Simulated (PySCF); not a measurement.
water (H₂O), SMILES O. Atoms are numbered in the order given.

```xyz
3

O      0.0000     0.0000    -0.1171
H      0.0000    -0.7649     0.4685
H      0.0000     0.7649     0.4685
```
Charge 0, spin multiplicity 1.

Geometry: B3LYP-D3(BJ)/def2-TZVPD.

Computed with TDDFT-ωB97X/def2-TZVPD in PySCF 2.14.0.

Vertical excitations.  State labels are in the subgroup C2v.

```csv
state,symmetry,energy (eV),λ (nm),f,main pairs
S1,B1,7.65,162,0.057,HOMO→LUMO 95 %
S2,A2,9.46,131,0.000,HOMO→LUMO+1 88 %
S3,A1,9.79,127,0.101,HOMO−1→LUMO 86 %
S4,B1,10.41,119,0.007,HOMO→LUMO+3 94 %
S5,A1,10.66,116,0.009,HOMO→LUMO+2 88 %
S6,B2,11.64,107,0.016,HOMO−1→LUMO+1 92 %
S7,A2,11.64,106,0.000,HOMO→LUMO+4 87 %
S8,B1,12.36,100,0.022,"HOMO−1→LUMO+2 56 %, HOMO→LUMO+5 38 %"
S9,B1,12.51,99,0.021,"HOMO→LUMO+5 56 %, HOMO−1→LUMO+2 40 %"
S10,A1,12.62,98,0.016,HOMO−1→LUMO+3 89 %
T1,B1,7.30,170,0,HOMO→LUMO 92 %
T2,A2,9.23,134,0,HOMO→LUMO+1 85 %
T3,A1,9.43,132,0,HOMO−1→LUMO 92 %
T4,A1,9.94,125,0,HOMO→LUMO+2 96 %
```
Triplets are in the Tamm–Dancoff approximation, which puts them higher than full response would, so one can lie above its singlet here.
